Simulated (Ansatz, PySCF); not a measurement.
CN, SMILES N#[C], multiplicity 2. Atoms are numbered in the order given.

```xyz
2

C      0.0000     0.0000    -0.6247
N      0.0000     0.0000     0.5374
```
Charge 0, spin multiplicity 2.

Geometry optimised at B3LYP-D3(BJ)/def2-TZVPD.

Two levels are set side by side: PBE-D3(BJ)/def2-TZVPD (Ansatz, an electronic-structure program) and B3LYP-D3(BJ)/def2-TZVPD (Ansatz). Each level has its own optimised geometry; the coordinates shown are those of the second. Frequencies come from the Hessian of PySCF at each geometry. Differences are taken from unrounded values.

| quantity | B3LYP-D3(BJ) | PBE-D3(BJ) | PBE-D3(BJ) minus B3LYP-D3(BJ) |
|---|---|---|---|
| bond C1–N2 (Å) | 1.162 | 1.174 | 0.012 |
| highest harmonic wavenumber (cm⁻¹) | 2154 | 2093 | -61 |
| mean harmonic wavenumber (cm⁻¹) | 2154 | 2093 | -61 |
| zero-point energy (kcal/mol) | 3.08 | 2.99 | -0.09 |
